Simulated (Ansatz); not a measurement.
Si3⁺, relaxed as a doublet with UKS B3LYP-D4/def2-TZVP in Ansatz, starting from the GFN2-xTB geometry. Force threshold 0.02 eV/Å.

The relaxation made no stability test and no search for a lower SCF solution. Another isomer (doublet) lies 0.47 eV lower at PBE0-D4/def2-TZVP; other spin states weren't run for this one.

Start:

```xyz
3

Si    1.607   -1.503   -0.111
Si   -0.141   -0.129   -0.094
Si   -1.466    1.632    0.205
```

**Question.** Estimate the energy that the relaxation releases and the steps that it takes.

**Answer.** 36.5 kJ/mol, in 10 steps; 14 s on 4 threads of Arm Neoverse V1 on a shared host. No frequencies were taken in this run, so the end may be a saddle point.

**Question.** Does the start keep its bonding and symmetry?

**Answer.** By distances, no bond broke or formed. The bond that changes most is Si1–Si2, from 2.22 to 2.28 Å (atoms count from 1). Point group C2v at the start, C2v at the end, both within 0.05 Å.

**Question.** Predict the relaxed structure.

**Answer.** 
```
atom   x (Å)   y (Å)   z (Å)
 Si1   1.493  -0.848   0.114
 Si2  -0.698  -0.638  -0.463
 Si3  -0.796   1.486   0.349
```
Bond lengths: 2 × Si–Si 2.28 Å.
